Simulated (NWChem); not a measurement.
Species: AlF$_{3}$ anion, doublet; SMILES of the neutral closed-shell parent [F][Al]([F])[F]

```xyz
4

Al     0.0000     0.0000    -0.4193
F     -1.1503    -1.1503     0.1840
F     -0.4210     1.5713     0.1840
F      1.5713    -0.4210     0.1840
```
Atoms are numbered in this order, from 1.

Level: B3LYP/def2-SVPD, spin-unrestricted (NWChem), optimised geometry, unscaled harmonic frequencies. This spin state was assumed; another may lie lower. The highest occupied level is positive, so the extra electron may be held by the finite basis. B3LYP is NWChem's, with the RPA form of VWN correlation.

### Question
List the harmonic frequencies with IR intensities, and the thermochemistry.

### Answer
```csv
frequency (cm⁻¹),IR intensity (km/mol)
210,3.4
210,3.4
301,46.6
610,89.3
726,133.6
726,133.5
```

| Item | Result |
|---|---|
| zero-point energy | 4.0 kcal/mol |
| thermal correction to the enthalpy at 298.15 K (with zero-point energy) | 7.5 kcal/mol |
| heat capacity Cv | 13.8 cal/(mol K) |

Rigid rotor and harmonic oscillator.
